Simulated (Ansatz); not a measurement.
Mulliken charges of C2H5FS2 (`FCSCS`) from ωB97M-V/def2-TZVPP in Ansatz (PBE0-D4/def2-TZVP geometry).

```
atom   x (Å)   y (Å)   z (Å)  charge (e)
  F1  -1.677  -0.347   1.543      -0.219
  C2  -0.669   0.561   1.296      -0.035
  S3   0.883  -0.220   0.919      -0.025
  C4   0.521  -0.846  -0.735      -0.275
  S5   0.150   0.381  -2.006      -0.139
  H6  -0.978   1.188   0.455       0.126
  H7  -0.511   1.165   2.192       0.127
  H8   1.383  -1.448  -1.020       0.163
  H9  -0.348  -1.504  -0.696       0.165
 H10   1.330   1.019  -1.946       0.112
```

By hand: the dipole of these point charges (1 e Å = 4.8032 D).

Σ q r = (0.333, 0.169, -0.089) e Å, of length 0.384 e Å = 1.84 D.

How does the dipole of the full density compare? (Estimate.)

Computed: (0.232, 0.128, -0.091) e Å, 1.35 D; the point charges give 1.36 times that, at 6° from its direction.

Point charges leave out the atoms' own dipoles, such as those of lone pairs, and Mulliken's split depends on the basis, so the two needn't agree.
